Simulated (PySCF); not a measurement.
**How the functional moves excitation energies**

Sodium diatomic, Na2.
InChI=1S/2Na

Linear-response calculations in the def2-SVPD basis (PySCF; singlets by full response, triplets Tamm–Dancoff, core orbitals frozen in the response; HF means time-dependent Hartree–Fock). 'Strongest' is the level of largest summed f among the singlets computed (10 roots, of which the last may lack a degenerate partner); it can jump between rows when another state enters that window. S1 is the lowest singlet of each run and needn't be the same state throughout; f(S1) is that of one state. Geometry: PBE0-D3(BJ)/def2-SVP; no solvent, vibrations or thermal averaging.

```csv
functional,kind,S1 (eV),f(S1),strongest (eV),T1 (eV),HOMO (eV),gap (eV),"ionisation energy, ΔSCF (eV)"
LDA,LDA,2.06,0.634,2.67,0.98,-3.17,1.32,5.21
PBE,GGA,2.03,0.628,2.60,0.93,-3.09,1.32,5.11
B3LYP,"global hybrid, 20% exact exchange",2.07,0.632,2.66,0.98,-3.49,2.00,5.18
PBE0,"global hybrid, 25% exact exchange",2.01,0.632,2.55,0.89,-3.56,2.24,4.99
BHandHLYP,"global hybrid, 50% exact exchange",2.07,0.635,2.62,0.97,-3.95,3.06,4.98
CAM-B3LYP,range-separated hybrid,2.09,0.638,2.65,0.96,-4.34,3.58,5.09
wB97X-D,range-separated hybrid,1.87,0.632,2.45,1.19,-4.80,4.60,4.82
LC-wPBE,range-separated hybrid,2.01,0.634,2.48,0.88,-5.01,4.87,4.79
HF,Hartree–Fock,1.95,0.631,2.40,0.49,-4.45,4.54,not settled
```

S1 runs from 1.87 eV (wB97X-D) to 2.09 eV (CAM-B3LYP), a spread of 0.22 eV, while the orbital gap spreads over 3.6 eV. −ε(HOMO) comes closest to its own ΔSCF ionisation energy with wB97X-D (-0.02 eV) and misses most with LDA (-2.04 eV). 'Not settled' means that the ion's SCF failed to converge or may have ended in another state than the lowest.
